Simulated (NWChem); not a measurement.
**Basis-set convergence for ammonia (H3N)**

SMILES: N
```xyz
4

N      0.0015     0.1216     0.0000
H     -0.4714    -0.2778     0.8105
H     -0.4714    -0.2778    -0.8105
H      0.9323    -0.2953     0.0000
```
Charge 0, spin multiplicity 1.

Program: NWChem. The geometry was optimised at PBE0/def2-SVP, a minimum by its harmonic frequencies.

Quantity: LUMO energy at the level PBE.

The Pople sets run with spherical d functions.

| basis | functions | LUMO energy (eV) |
|---|---|---|
| 3-21G | 15 | … |
| 6-31G* | 20 | 1.61 |
| 6-31+G* | 24 | … |
| def2-SVP | 29 | 0.97 |
| def2-SVPD | 44 | 0.17 |
| aug-pcseg-1 | 50 | -0.76 |
| aug-cc-pVDZ | 50 | -0.74 |
| pcseg-2 | 72 | -0.22 |
| def2-TZVPP | 73 | 0.17 |
| def2-QZVP | 147 | … |

Problem. Some entries are withheld; supply them.

Solution. 
- 3-21G, LUMO energy (eV): 2.30
- 6-31+G*, LUMO energy (eV): 0.01
- def2-QZVP, LUMO energy (eV): -0.11
